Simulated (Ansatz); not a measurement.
The structure comes from a relaxation in the same program, started in the rocksalt type, and has space group Fm-3m. Whether it is a known phase or the ground state wasn't checked.

A run of Ansatz 0.2.0 printed the following.

```
Engine: ansatz 0.2.0
Pseudopotentials: kind: paw
Pseudopotential: Co, paw, valence charge 17, recommended cutoff 420 eV (normal)
Pseudopotential: O, paw, valence charge 6, recommended cutoff 420 eV (normal)
Functional definition: PBE
  parameter kappa = 0.804
  parameter beta = 0.06672455060314922
  exchange = pbe_x(kappa = kappa, mu = beta*pi^2/3)
  correlation = pbe_c(beta = beta)
Crystal: 2 atoms, lattice volume = 19.158 Å³
Basis set: ecut = 420 eV, 339 PW (Γ), exchange–correlation on 48×48×48 points (8 copies of the dense FFT grid, shifted against one another)
Bands: 17, of which v1, the nominal top of the filled ones, is band 12 counted from 1 (11 counted from 0)
Symmetry: 48 space group operations
Space group: Fm-3m (ITA 225), of the structure as read, at distance tolerance 2.7e-5 Å
Magnetic group: BNS 225.116 (UNI 1618), of the structure as read, at distance tolerance 2.7e-5 Å
k-points: 84 of 2197
Non-local potential: Co, projectors of the file, l = 0: 3, l = 1: 2, l = 2: 3, l = 3: 1
Non-local potential: O, projectors of the file, l = 0: 2, l = 1: 2, l = 2: 1
PAW form: soft (Blöchl's): semilocal exchange-correlation on the pseudo side does not see the compensation charge
PAW one-centre angular grid: Co, 590 points (default); XC on 64 Gauss nodes
PAW one-centre angular grid: O, 110 points (default); XC on 64 Gauss nodes
Initial density: superposition of atomic densities (chi_scale 0.1, normalization cell, long waves kept (reshape's long-wave potential 0.00 eV rms))
Starting moments: Σ|m| = 2 μB on 1 of 2 sites
Initial wavefunctions: pseudopotential atomic-orbital guess
Functional: x = pbe(κ = 0.804, μ = 0.2195149727645171), c = pbe(β = 0.06672455060314922)
SCF iter   1: F=—  HF=-5691.146454 eV  |F-HF|=—  |Δ(HF+E_count)|=         —  Δρ=1.12e-1 (↑1.12e-1 ↓1.02e-1)  dr2=6.10e0  dr2_m=1.18e-1  M=2.057 μB ∫|m|=2.057 μB  β_m=0.30  ethr=3.10e-3  ⟨swp⟩=5.5  Hψ=12257  notcnv=0
Mixer restart at iter 1: flushing history
preconditioner: auto → none  [metal: Δε(μ)=0.009 eV  Ē_g=13.140 eV  σ=0.080 eV  W_gap=0.03  n_scr=8 (ndim 8)  ℏωp=32.9 eV  f_vac=0.000  D(μ)=4.73/eV (n_scr^D=112)  sad-step TF]
SCF iter   2: F=—  HF=-5691.849995 eV  |F-HF|=—  |Δ(HF+E_count)|=   7.04e-1  Δρ=8.52e-2 (↑8.52e-2 ↓6.25e-2)  dr2=5.69e-1  dr2_m=7.97e-1  M=2.606 μB ∫|m|=2.606 μB  β_m=0.37  ethr=3.10e-3  ⟨swp⟩=3.0  Hψ=7251  notcnv=0
SCF iter   3: F=—  HF=-5692.140395 eV  |F-HF|=—  |Δ(HF+E_count)|=   2.90e-1  Δρ=8.09e-2 (↑6.16e-2 ↓8.09e-2)  dr2=1.13e-1  dr2_m=8.28e-1  M=2.898 μB ∫|m|=2.900 μB  β_m=0.27  ethr=2.48e-3  ⟨swp⟩=2.0  Hψ=4960  notcnv=0  defer=2
SCF iter   4: F=—  HF=-5691.908401 eV  |F-HF|=—  |Δ(HF+E_count)|=         —  Δρ=2.70e-2 (↑2.36e-2 ↓2.70e-2)  dr2=2.16e-1  dr2_m=4.73e-2  M=2.646 μB ∫|m|=2.651 μB  β_m=0.69  ethr=4.92e-4  ⟨swp⟩=2.2  Hψ=5625  notcnv=0  defer=8
Mixer restart at iter 4: flushing history
SCF iter   5: F=—  HF=-5692.109666 eV  |F-HF|=—  |Δ(HF+E_count)|=   2.01e-1  Δρ=5.76e-2 (↑2.81e-2 ↓5.76e-2)  dr2=5.07e-1  dr2_m=1.89e-1  M=2.939 μB ∫|m|=2.948 μB  β_m=0.38  ethr=4.92e-4  ⟨swp⟩=3.0  Hψ=6750  notcnv=0  defer=9  recentre
SCF iter   6: F=—  HF=-5692.044961 eV  |F-HF|=—  |Δ(HF+E_count)|=   6.47e-2  Δρ=1.94e-2 (↑1.94e-2 ↓1.58e-2)  dr2=3.15e-2  dr2_m=4.35e-2  M=2.772 μB ∫|m|=2.780 μB  β_m=0.30  ethr=4.92e-4  ⟨swp⟩=3.2  Hψ=6985  notcnv=0  defer=24
SCF iter   7: F=—  HF=-5692.120045 eV  |F-HF|=—  |Δ(HF+E_count)|=   7.51e-2  Δρ=1.55e-2 (↑6.10e-3 ↓1.55e-2)  dr2=7.03e-3  dr2_m=1.84e-2  M=2.838 μB ∫|m|=2.848 μB  β_m=0.53  ethr=1.37e-4  ⟨swp⟩=2.6  Hψ=6313  notcnv=0  defer=25
SCF iter   8: F=—  HF=-5692.140265 eV  |F-HF|=—  |Δ(HF+E_count)|=   2.02e-2  Δρ=3.15e-3 (↑2.54e-3 ↓3.15e-3)  dr2=3.43e-4  dr2_m=1.14e-3  M=2.878 μB ∫|m|=2.892 μB  β_m=0.57  ethr=3.06e-5  ⟨swp⟩=2.0  Hψ=5646  notcnv=0  defer=25
SCF iter   9: F=—  HF=-5692.141896 eV  |F-HF|=—  |Δ(HF+E_count)|=   1.63e-3  Δρ=8.99e-4 (↑8.31e-4 ↓8.99e-4)  dr2=5.19e-5  dr2_m=1.21e-4  M=2.876 μB ∫|m|=2.889 μB  β_m=0.66  ethr=1.49e-6  ⟨swp⟩=2.1  Hψ=4337  notcnv=0  defer=25
SCF iter  10: F=—  HF=-5692.141932 eV  |F-HF|=—  |Δ(HF+E_count)|=   3.56e-5  Δρ=4.24e-4 (↑4.24e-4 ↓4.09e-4)  dr2=3.12e-6  dr2_m=2.96e-5  M=2.877 μB ∫|m|=2.891 μB  β_m=0.83  ethr=2.26e-7  ⟨swp⟩=2.0  Hψ=3802  notcnv=0  defer=25
SCF iter  11: F=—  HF=-5692.141951 eV  |F-HF|=—  |Δ(HF+E_count)|=   1.91e-5  Δρ=1.40e-4 (↑1.34e-4 ↓1.40e-4)  dr2=4.48e-7  dr2_m=3.23e-6  M=2.878 μB ∫|m|=2.891 μB  β_m=0.92  ethr=1.36e-8  ⟨swp⟩=2.0  Hψ=4055  notcnv=0  defer=25
SCF iter  12: F=—  HF=-5692.141951 eV  |F-HF|=—  |Δ(HF+E_count)|=   1.33e-7  Δρ=8.28e-6 (↑7.12e-6 ↓8.28e-6)  dr2=1.59e-9  dr2_m=9.79e-9  M=2.878 μB ∫|m|=2.891 μB  β_m=0.96  ethr=1.95e-9  ⟨swp⟩=2.0  Hψ=3906  notcnv=0  defer=25
SCF iter  13: F=-5692.141951 eV  HF=-5692.141951 eV  |F-HF|=7.46e-11  |Δ(HF+E_count)|=   1.03e-9  Δρ=2.45e-6 (↑2.21e-6 ↓2.45e-6)  dr2=2.89e-11  dr2_m=9.33e-10  M=2.878 μB ∫|m|=2.891 μB  ethr=6.90e-12  ⟨swp⟩=1.5  Hψ=8608  notcnv=0
SCF 1 converged in 13 iterations: F = -5692.141951 eV  dr2 = 2.89e-11
  greatest PAW one-centre occupation: 1.004 electrons in one spin orbital (limit 2), on the Co atom at site 0 (counted from 0), in its partial waves of l = 1
NSCF: frozen V_eff on 57 k-points
SCF converged after 13 iterations
Magnetization: 2.8776 μB (12.9388 up, 10.0612 down)
Absolute magnetization: 2.8913 μB (∫|ρ↑−ρ↓|, with the PAW one-centre terms)
Spin contamination: 0.0089 ħ² per cell (⟨S²⟩ above its minimum at these occupations)
Per-site moments (μB) at R_I (Å): [(2.4548847955133, 0.8760581465624999), (0.30407277775430225, 0.8760581465624999)]
Free energy (F): -5692.141951 eV
Harris-Foulkes:  -5692.141951 eV  (|F-HF|=7.46e-11)
Internal energy: -5692.061370 eV  (E = F + TS)
E sigma→0 (E₀):  -5692.101660 eV
Entropy (-TS):   -0.080581 eV (-40.291 meV/atom)
Fermi energy:    14.063697 eV
--- Per-component energies (eV) ---
  E_band       = -301.566118
  E_kinetic    = 617.851948
  E_local      = -3421.120475  (includes V_loc(G=0)·N_el)
  E_nonlocal   = 514.366994
  E_hartree    = 1405.185115
  E_xc         = -228.711314
  E_vxc        = -293.935605  (∫ρ·V_xc dr)
  E_paw        = -1677.054697  (= ΣΔE_a)
  E_vpaw       = -529.101942  (= ΣTr[D̂ρ^β])
  E_aug_tail   = 0.002519  (compensation charges beyond the density's cutoff)
  E_ewald      = -2902.581460
  E_smearing   = -0.080581  (= −TS)
  E_closure    = 0.000000  (closes the sum)
  Σ components = -5692.141951   (vs F -5692.141951, Δ=0.00e0)
--- Forces (eV/Å), atoms counted from 1 ---
  atom   1  Co    -0.00000000     0.00000000    -0.00000000
  atom   2  O      0.00000000    -0.00000000    -0.00000000
  max |Σ_I F_I| component: 2.26e-29 eV/Å
--- Stress (GPa, compression-positive) ---
       -0.006021       0.000000       0.000000
        0.000000      -0.006021      -0.000000
       -0.000000      -0.000000      -0.006021
  P = ⅓ Tr σ = -0.0060 GPa (-0.060 kbar)
--- PAW observables at the nuclei: V_zz in 10²¹ V/m², potentials from the cell's mean, atoms counted from 1 ---
  atom   1  Co V_zz =    +0.000000   η = 0.0000   by run symmetry: forbidden
            electrostatic potential = -3387.718147 V   contact ρ = 114672.668756 e/Å³   contact ρ_s (e/Å³): all electrons -1.596306, valence +4.850106
  atom   2  O  V_zz =    -0.000000   η = 0.0000   by run symmetry: forbidden
            electrostatic potential = -627.389012 V   contact ρ = 2157.687496 e/Å³   contact ρ_s (e/Å³): all electrons +2.810726, valence +3.220795
--- Band table (eV; the first three rows and the last of 168) ---
  k-point 0 ↑: bands = ["-82.7787", "-46.0441", "-46.0441", "-46.0441", "-6.2743", "10.7988", "10.7988", "10.8498", "10.8498", "10.8498", "10.9929", "10.9929", "10.9929", "15.0160", "30.8134", "32.1402", "32.1402"]
  k-point 1 ↑: bands = ["-82.7786", "-46.0464", "-46.0444", "-46.0444", "-6.2115", "10.1164", "10.1164", "10.1643", "11.0103", "11.0103", "11.2809", "11.5794", "11.5794", "15.4472", "29.5351", "31.9304", "31.9304"]
  k-point 2 ↑: bands = ["-82.7780", "-46.0526", "-46.0453", "-46.0453", "-6.0326", "9.1107", "9.4622", "9.4622", "11.1259", "11.1259", "11.4733", "12.3016", "12.3016", "16.4086", "27.6782", "31.1273", "31.1273"]
  k-point 83 ↓: bands = ["-79.7525", "-43.1191", "-43.1154", "-43.1045", "-4.3471", "8.1022", "8.4762", "9.0223", "13.5501", "13.7798", "14.2084", "15.0153", "15.7501", "23.0130", "24.3073", "24.6483", "27.5980"]
--- Löwdin populations: 2 sites ---
  site symbol       q [e]    m [muB]
     0     Co     15.9110     2.4975
     1      O      6.9686     0.3842
  spilling = 0.005237 (of n_electrons = 23.000000)
--- Bader charges: 2 sites ---
  site symbol  charge [e]  shift [e]    m [muB]
     0     Co      1.2319     0.0032     2.5522
     1      O     -1.2319     0.0032     0.3254
  estimated error of the sums over rays = 4.3e-4 e
```

The cell and starting positions:

```
CELL_PARAMETERS angstrom
0.00000 2.12378 2.12378
2.12378 0.00000 2.12378
2.12378 2.12378 0.00000
ATOMIC_POSITIONS crystal
Co 0.00000 0.00000 0.00000
O 0.50000 0.50000 0.50000
```

Parts of the input that the log doesn't repeat:

```yaml
  band_path:
    path:
      - [0.0, 0.0, 0.0]
      - [0.5, 0.0, 0.5]
      - [0.625, 0.25, 0.625]
      - [0.375, 0.375, 0.75]
      - [0.0, 0.0, 0.0]
      - [0.5, 0.5, 0.5]
      - [0.5, 0.25, 0.75]
      - [0.5, 0.0, 0.5]
    npoints: 8
output:
  forces: true
  stress: true
  eigenvalues: true
  efg: { contact_densities: true }
  populations: true
  bader: true
  dos: { projected: true, de: 0.2, e_range: [-14, 8] }
```

(1) Write the input that produced this log.

## Answers

(1) 
```yaml
crystal:
  lattice:
    - [0.0, 2.123777325, 2.123777325]
    - [2.123777325, 0.0, 2.123777325]
    - [2.123777325, 2.123777325, 0.0]
  atoms:
    - { symbol: Co, position: [0.0, 0.0, 0.0], spin: 2.0 }
    - { symbol: O, position: [0.5, 0.5, 0.5] }
magnetization:
  spin_polarized: true
kpoints:
  mp_grid: { grid: [13, 13, 13] }
  band_path:
    path:
      - [0.0, 0.0, 0.0]
      - [0.5, 0.0, 0.5]
      - [0.625, 0.25, 0.625]
      - [0.375, 0.375, 0.75]
      - [0.0, 0.0, 0.0]
      - [0.5, 0.5, 0.5]
      - [0.5, 0.25, 0.75]
      - [0.5, 0.0, 0.5]
    npoints: 8
scf:
  occupations: { method: fermi_dirac, width: 0.08 }
hamiltonian:
  xc: pbe
  pseudopotentials: { kind: paw }
output:
  forces: true
  stress: true
  eigenvalues: true
  efg: { contact_densities: true }
  populations: true
  bader: true
  dos: { projected: true, de: 0.2, e_range: [-14, 8] }
```
This is the input that was run; digits and keys that the log doesn't show could differ in an equivalent one.
